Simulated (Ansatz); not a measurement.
`FCC(F)(F)F`, charge 0, multiplicity 1.

Q: Give a relaxed structure at PBE0-D4/def2-TZVP (the Gaussian-basis code of Ansatz). (An estimate is asked.)

A: Ansatz gave: 
```xyz
8

F     0.5191    1.2477    1.1524
C     0.0796    0.0092    0.7867
C    -0.0871   -0.0529   -0.7170
F     1.0617    0.1706   -1.3537
F    -0.5193   -1.2744   -1.0548
F    -0.9767    0.8369   -1.1551
H     0.8101   -0.7453    1.0881
H    -0.8874   -0.1918    1.2535
```
Point group Cs.
